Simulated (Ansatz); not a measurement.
Geometry optimisation, RKS CAM-B3LYP/6-31G* (Ansatz).

The input (input.yaml):

```yaml
crystal:
  periodic: [false, false, false]
  atoms:
    - { symbol: Si, position_ang: [-0.6126, 0.8272, -0.4528] }
    - { symbol: O, position_ang: [0.7984, 0.168, -0.1019] }
    - { symbol: P, position_ang: [0.6425, -0.9923, 1.003] }
    - { symbol: H, position_ang: [-1.535, -0.1304, -1.0049] }
    - { symbol: H, position_ang: [-0.4562, 1.9003, -1.5263] }
    - { symbol: H, position_ang: [-1.2516, 1.5444, 0.7307] }
    - { symbol: H, position_ang: [2.0771, -1.3064, 1.1445] }
    - { symbol: H, position_ang: [0.4296, -2.068, 0.1518] }
basis:
  gaussian: { orbitals: "6-31G*" }
hamiltonian:
  xc: cam_b3lyp
relax:
  f_tol: 0.015
  max_steps: 40
```

Launched with:

```bash
$ ansatz run input.yaml --threads 1 --pin off --max-ram 2048MiB --backend cpu --events-out ev --progress --plain --runs-dir out
```

Where does it end, and by what steps?

The forces met the threshold. The force dipped under the threshold on the way, but the program's further checks kept it going. After 10 steps the energy has fallen by 0.442 eV; H8 moved furthest, 0.53 Å. Parted: Si1–P3.

```csv
step,energy less start (eV),largest force component (eV/Å),accepted
0,0.0000,3.566,yes
1,-0.3019,1.255,yes
2,-0.4207,0.263,yes
3,-0.4213,0.372,yes
4,-0.4361,0.068,yes
5,-0.4401,0.049,yes
6,-0.4413,0.009,yes
7,-0.4412,0.059,no
8,-0.4417,0.014,yes
9,-0.4417,0.017,yes
10,-0.4418,0.014,yes
```

```xyz
8
Properties=species:S:1:pos:R:3
Si -0.741 0.927 -0.518
O 0.523 -0.110 -0.228
P 0.701 -1.173 1.037
H -1.894 0.207 -1.116
H -0.253 1.947 -1.471
H -1.189 1.579 0.739
H 2.108 -1.052 1.204
H 0.837 -2.382 0.297
```

Whether the end is a true minimum wasn't checked by a vibrational analysis.

The run took 27 s on 1 thread of Arm Neoverse V2 (shared host), peak memory 0.14 GiB.
